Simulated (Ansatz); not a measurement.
# Cost against result

The pair of SiH4 (SMILES [SiH4], atoms 1–5) and SiNH5 (SMILES [SiH3]N, atoms 6–12), both closed shells, in one local arrangement (a lower one may exist), relaxed at PBE0-D4/def2-TZVP:

Si1  (0.136, -0.161, -2.135)
H2  (-1.297, 0.103, -1.857)
H3  (0.929, 1.088, -2.030)
H4  (0.250, -0.668, -3.532)
H5  (0.666, -1.200, -1.219)
Si6  (-0.040, -0.461, 1.853)
N7  (-0.159, 0.948, 0.864)
H8  (-1.048, -1.440, 1.372)
H9  (1.333, -1.003, 1.696)
H10  (-0.280, -0.244, 3.310)
H11  (0.568, 1.645, 0.925)
H12  (-1.057, 1.392, 0.753)
(Å)

Interaction energies are counterpoise-corrected; the time is that of the whole pair.

Computed with Ansatz 0.2.0 (basis: as named in each row); correlated methods freeze the cores. B3LYP uses VWN-RPA correlation. Extrapolation: Hartree–Fock as exp(−7.88 √X), correlation as X^−2.97.

Times are rough, for one single point on 4 threads of a shared host (Arm Neoverse V2).

The estimate by CCSD(T) at an estimated basis limit (MP2 extrapolated from triple and quadruple zeta, plus CCSD(T) − MP2 in triple zeta) is -2.24 kcal/mol.

```csv
method,basis,time (s),interaction energy (kcal/mol),method less estimate
HF,STO-3G,under 1,1.64,3.88
PBE-D4,STO-3G,under 1,-0.55,1.69
SPW92,def2-SVP,under 1,-4.06,-1.81
B3LYP-D4,6-31G,under 1,-2.13,0.11
PBE-D4,def2-SVP,under 1,-2.86,-0.62
PBE0-D4,def2-SVP,under 1,-2.88,-0.63
CCSD(T),def2-SVP,2,-0.79,1.46
PBE-D4,def2-TZVPPD,2,-2.71,-0.47
revPBE-D4,def2-TZVPPD,2,-2.65,-0.40
BLYP-D4,def2-TZVPPD,3,-2.42,-0.18
HSE06-D4,def2-TZVPPD,3,-2.58,-0.33
wB97M-V,def2-SVP,3,-2.60,-0.36
PBE0-D4,def2-TZVPPD,3,-2.63,-0.39
B3LYP-D4,def2-TZVPPD,3,-2.53,-0.28
r2SCAN-D4,def2-TZVPPD,4,-2.31,-0.06
B2PLYP,def2-TZVPPD,6,-0.64,1.61
wB97X-V,def2-TZVPPD,8,-2.26,-0.02
B97M-V,def2-TZVPPD,10,-2.37,-0.13
wB97M-V,def2-TZVPPD,10,-2.51,-0.26
MP2,def2-QZVPPD,23,-2.07,0.17
CCSD(T),def2-TZVPPD,120,-1.87,0.37
```

T1 diagnostic: at most 0.011.
